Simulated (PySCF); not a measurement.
Diamond: correlation energy from several methods in one and the same small orbital space (PySCF; 2 atoms at the zone centre, 8 electrons in 26 orbitals, empty ones MP2 natural orbitals of a DZ basis, lattice constant set to 4.6371 Å). Its volume lies 120 % above that of the crystal's usual cell. It tests the methods against each other and lies far from the crystal's limit.

```tsv
method	E_corr (eV per atom)	share of full CI (%)	error (meV)
MP2	-3.4681	68.2	1616
CCSD	-4.6063	90.6	477
CCSD(T)	-4.9430	97.2	141
CCSDT	-4.9404	97.2	143
CCSDT(Q)	-5.0322	99.0	51
full CI	-5.0837	100.0	0
```

The Hartree–Fock determinant has a weight of 0.51 in the full CI state.

MP2, (T) and (Q) use filled levels shifted down by the Madelung term, which in so small a cell is a large part of the gap, so these rows hang on it.
